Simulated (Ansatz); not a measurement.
Results of PBEsol (Ansatz, a program for electronic structure, PAW) for Cu2ZnSiTe4 (I-42m, No. 121; cell taken from a computed entry).

Run with plane-wave cutoff 520 eV, 8×8×8 k mesh, Fermi–Dirac smearing 0.01 eV, no spin polarisation, scalar-relativistic PAW data made under PBE.

Cell (relaxed with PBEsol):

```cif
data_Cu2SiTe4Zn
_chemical_formula_sum 'Zn1 Si1 Cu2 Te4'
_space_group_name_H-M_alt 'P 1'
_space_group_IT_number 1
_cell_length_a 7.23292
_cell_length_b 7.23292
_cell_length_c 7.23292
_cell_angle_alpha 131.511
_cell_angle_beta 131.511
_cell_angle_gamma 71.002
loop_
_space_group_symop_operation_xyz
  'x, y, z'
loop_
_atom_site_label
_atom_site_type_symbol
_atom_site_fract_x
_atom_site_fract_y
_atom_site_fract_z
_atom_site_occupancy
Zn1 Zn 0.00000 0.00000 0.00000 1
Si1 Si 0.50000 0.50000 0.00000 1
Cu1 Cu 0.75000 0.25000 0.50000 1
Cu2 Cu 0.25000 0.75000 0.50000 1
Te1 Te 0.38774 0.87387 0.00000 1
Te2 Te 0.12613 0.12613 0.51388 1
Te3 Te 0.87387 0.38774 0.00000 1
Te4 Te 0.61226 0.61226 0.48612 1
```

Task: What does this level give for the band gap and smallest direct gap on the k points sampled?

Result: 
- band gap: 0.20 eV
- smallest direct gap on the k points sampled: 0.26 eV

Spin–orbit coupling is not included; it can close the smallest gap of 0.20 eV.

Computed values are for the static lattice.

Cost on a shared machine: about 100 core-seconds (a rough figure).
